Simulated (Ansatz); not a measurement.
Geometry optimisation, RHF/def2-SVP in Ansatz.

input.yaml

```yaml
crystal:
  periodic: [false, false, false]
  atoms:
    - { symbol: C, position_ang: [-0.8864, -0.7052, 0.464] }
    - { symbol: C, position_ang: [0.2465, 0.1104, 0.0082] }
    - { symbol: O, position_ang: [0.67388, -0.19867, -1.28473] }
    - { symbol: C, position_ang: [1.13882, 0.96, 0.73609] }
    - { symbol: "N", position_ang: [0.19729, 1.62576, 0.2535] }
    - { symbol: H, position_ang: [-1.2209, -0.3527, 1.4663] }
    - { symbol: H, position_ang: [-1.7706, -0.4897, -0.1974] }
    - { symbol: H, position_ang: [-0.6757, -1.7153, 0.4474] }
    - { symbol: H, position_ang: [0.53136, 0.53604, -1.89467] }
    - { symbol: H, position_ang: [1.98403, 0.77783, 1.41339] }
basis:
  gaussian: { orbitals: def2-SVP }
hamiltonian:
  xc: hf
relax:
  f_tol: 0.015
  max_steps: 40
```

Launched with:

```bash
$ ansatz run input.yaml --threads 1 --pin off --max-ram 2048MiB --backend cpu --events-out ev --progress --plain --runs-dir out
```

Q: Where does it end, and by what steps?

A: The run converged. After 6 steps the energy has fallen by 0.575 eV; H10 moved furthest, 0.18 Å.

| step | energy less start (eV) | largest force component (eV/Å) | accepted |
| --- | --- | --- | --- |
| 0 | 0.0000 | 2.902 | yes |
| 1 | -0.4248 | 1.512 | yes |
| 2 | -0.5538 | 0.568 | yes |
| 3 | -0.5707 | 0.210 | yes |
| 4 | -0.5748 | 0.053 | yes |
| 5 | -0.5750 | 0.030 | yes |
| 6 | -0.5750 | 0.008 | yes |

```xyz
10
Properties=species:S:1:pos:R:3
C -0.930 -0.662 0.446
C 0.235 0.159 -0.040
O 0.641 -0.213 -1.306
C 1.154 0.855 0.809
N 0.307 1.585 0.278
H -1.211 -0.387 1.461
H -1.788 -0.507 -0.211
H -0.676 -1.722 0.422
H 0.476 0.495 -1.911
H 2.010 0.946 1.465
```

Run time: 16 s on 1 thread of Arm Neoverse V1, with other jobs on the host, peak memory 0.27 GiB.
